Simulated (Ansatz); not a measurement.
`[AlH2][SiH2]Cl`. The species carries charge 0 and has multiplicity 1. The geometry is a stationary point of PBE0-D4/def2-TZVP.

```xyz
7

Al   -1.204    0.458   -0.639
Si    0.949   -0.348    0.227
Cl    0.611   -0.321    2.287
H    -2.371   -0.577   -0.929
H    -1.451    2.016   -0.800
H     2.135    0.515   -0.022
H     1.331   -1.743   -0.124
```

Task: What is the dipole moment at r2SCAN/def2-TZVPP? (An estimate is asked.)

Result: The calculation gave: 1.64 D, with components (-0.06, 0.10, -1.64) D in this frame, pointing from negative to positive charge.

Task: And with PBE, B3LYP, ωB97M-V? (Best estimate.)

Result: Ansatz gave: PBE 1.55 D, B3LYP 1.72 D, ωB97M-V 1.77 D.

Task: Give the Mulliken charges with r2SCAN, B3LYP, ωB97M-V in def2-TZVPP. (Estimate.)

Result: Ansatz gave: 
```json
{"atom": "Al1", "r2SCAN": "0.52", "B3LYP": "0.42", "ωB97M-V": "0.39"}
{"atom": "Si2", "r2SCAN": "0.21", "B3LYP": "0.23", "ωB97M-V": "0.11"}
{"atom": "Cl3", "r2SCAN": "-0.27", "B3LYP": "-0.27", "ωB97M-V": "-0.24"}
{"atom": "H4", "r2SCAN": "-0.16", "B3LYP": "-0.13", "ωB97M-V": "-0.11"}
{"atom": "H5", "r2SCAN": "-0.16", "B3LYP": "-0.13", "ωB97M-V": "-0.11"}
{"atom": "H6", "r2SCAN": "-0.07", "B3LYP": "-0.06", "ωB97M-V": "-0.02"}
{"atom": "H7", "r2SCAN": "-0.07", "B3LYP": "-0.06", "ωB97M-V": "-0.02"}
```

B3LYP here is the variant with VWN-RPA as its local correlation; programs differ in this.
